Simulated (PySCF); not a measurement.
Molecule: SMILES O=C=O, CO₂.

Atoms are numbered as in `[O:1]=[C:2]=[O:3]`.

Spin–spin couplings on one PBE0-D3(BJ)/def2-SVP geometry, PySCF 2.14.0 with density-fitted response routines, gas phase, non-relativistic, equivalent pairs averaged; isotopes 17O, 13C; functional B3LYP.

Problem. How do the couplings (Hz) change with the basis set? Times are CPU seconds on 1 thread of an Arm Neoverse N1, shared host. Far from the basis limit: 6-31G-J, pcJ-0, 6-31G*, cc-pVTZ, def2-TZVP.

Solution. 
```
    basis set  functions  1J(O1,C2)  2J(O1,O3)  core-s
      6-31G-J         36       47.3        3.0     1.4
        pcJ-0         39       75.3       17.2     1.4
       6-31G*         42       -0.4        4.4     1.5
        pcJ-1         81       19.8        3.6     3.3
      cc-pVTZ         90       -4.3        2.1     2.9
    def2-TZVP         93       26.0        1.0     3.2
aug-cc-pVTZ-J        138       22.4        1.6     5.1
        pcJ-2        153       22.2        2.6     5.6
```

The Fermi-contact term samples the wavefunction at the nucleus, which is why sets with added tight s functions (names with J) are made for couplings.
